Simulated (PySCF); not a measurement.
Species: NH₃.
Numbering: `[NH3:1]` (hydrogens: H2, H3, H4 on N1)

Geometry (PBE0-D3(BJ)/def2-SVP, Å), atoms numbered from 1 in this order:
```
atom  x, y, z in Å
N1     0.0049   -0.0044    0.3031
H2     0.0786   -0.9311   -0.1158
H3    -0.8493    0.3981   -0.0816
H4     0.7659    0.5374   -0.1057
```

Method: core-valence-separated Tamm–Dancoff BHandHLYP/aug-pcX-1 (pcseg-1 on H) in PySCF, non-relativistic, gas phase, PBE0-D3(BJ)/def2-SVP geometry. No empirical shift is added; at this level the pattern usually sits a few eV under experiment.

(1) Give energies, oscillator strengths and core holes at the N K edge.

Answers

(1) 
```
E (eV)       f  core hole on                 main final orbital
399.21  0.0112            N1                        LUMO (90 %)
400.38  0.0713            N1  LUMO+1/LUMO+2 (2 roots, f summed)
401.62  0.0098            N1                      LUMO+3 (95 %)
402.67  0.0171            N1  LUMO+4/LUMO+5 (2 roots, f summed)
405.05  0.0095            N1                      LUMO+6 (92 %)
```

The first line with a tenth or more of the strongest one's intensity is at 399.21 eV (f = 0.011), with the hole on N1 (ammonia nitrogen). The strongest listed is at 400.38 eV (f = 0.071, sum of 2; N1).

Roots within 0.03 eV whose holes lie on the same, on equivalent or on shared atoms are summed into one line, and the highest roots are left out, as the search may have cut off their partners. Final orbitals are the ground state's empty Kohn–Sham orbitals.

**Question.** What length of transition dipole belongs to the line at 399.21 eV?

**Answer.** From f = (2/3) ΔE |μ|² in atomic units, with ΔE = 14.671 Eh and f = 0.0112: |μ| = 0.034 au = 0.09 D.

The list ends where the root search ended, not at a threshold.
